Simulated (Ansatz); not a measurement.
# CH₄ (singlet): from Hartree-Fock to the top rungs at a displaced geometry (v2), 6-31G

An exercise on one series of results from a longer session: the logs are not shown, and one member is left open.

The runs use Ansatz 0.2.0, Gaussian basis; 6-31G, core rule «outside noble gas», up to 1 orbitals frozen.

Plan: UHF; CCSD(T) on RHF; BCCD(T) on RHF; CISD; CCSDT(Q) on RHF; CISDTQ; CCSDTQ on RHF; CASSCF and MRCISD+Q, 8 electrons in 8 orbitals; CASSCF and NEVPT4(SD), 8 electrons in 8 orbitals; CASSCF and NEVPT2, 8 electrons in 8 orbitals; Full CI.

14 further runs of the same task are left out: 3 that didn't finish, 11 set aside as unsound or not needed. Runs told in other sessions of the task aren't counted.

## What is computed

The geometry is a PBE0/def2-TZVP stationary point (not a proven minimum) with its atoms shifted at random (size 0.100 Å).

5 atoms, charge 0, spin multiplicity 1.

Atoms are counted from 1 here; the program's logs count them from 0.

Bond lengths: C1–H2 1.016 Å, C1–H3 1.158 Å, C1–H4 1.036 Å, C1–H5 1.142 Å. Angles: H2–C1–H3 107.0°, H2–C1–H4 108.5°, H2–C1–H5 125.7°, H3–C1–H4 103.9°, H3–C1–H5 105.2°, H4–C1–H5 104.6°.

As a file:

```xyz
5
CH4
C     0.0230    0.0122    0.0028
H     0.4862    0.6505    0.6436
H    -0.6968   -0.6386    0.6352
H    -0.6087    0.5610   -0.6081
H     0.5450   -0.7177   -0.7041
```

Set-up of the first run:

The input, in.yaml:

```yaml
crystal:
  periodic: [false, false, false]
  atoms:
    - {symbol: C, position_ang: [0.023026, 0.012154, 0.002804]}
    - {symbol: H, position_ang: [0.486188, 0.650539, 0.643619]}
    - {symbol: H, position_ang: [-0.696809, -0.638628, 0.635167]}
    - {symbol: H, position_ang: [-0.608714, 0.561000, -0.608066]}
    - {symbol: H, position_ang: [0.544960, -0.717743, -0.704127]}
basis:
  gaussian: {orbitals: 6-31G}
magnetization: {spin_polarized: true, initial_magnetization: 0}
hamiltonian: {xc: hf}
output: {orbitals: {seedname: orbitals}}
```

Command:

```console
$ ansatz run in.yaml --threads 1 --pin off --events-out ev --progress --plain --max-ram 2393MiB
```

Steps of the session up to this table: UHF; CCSD(T) on RHF; BCCD(T) on RHF; CISD; CCSDT(Q) on RHF; CISDTQ; CCSDTQ on RHF; CASSCF and MRCISD+Q, 8 electrons in 8 orbitals; CASSCF and NEVPT4(SD), 8 electrons in 8 orbitals; CASSCF and NEVPT2, 8 electrons in 8 orbitals; Full CI.

One of the session's tables, all rows but one given; the rest of the session is left out.

```
            method  from FCI (kJ/mol)
               RHF             +315.4
              RMP2              +55.9
              CISD              +17.2
             RCCSD               +5.1
          RCCSD(T)               +0.8
           BCCD(T)               +0.8
            RCCSDT               +0.2
            CISDTQ               +0.5
         RCCSDT(Q)                0.0
           RCCSDTQ                0.0
    CASSCF valence                  ?
    NEVPT2 valence              +22.9
NEVPT4(SD) valence               +2.7
    MRCISD valence               +1.5
  MRCISD+Q valence               -0.1
               FCI                  0
```

Q: Estimate the row for CASSCF valence from the others.

As computed: from FCI (kJ/mol): +96.7. In the column «from FCI (kJ/mol)» it lies between RMP2 (+55.9) and RHF (+315.4).
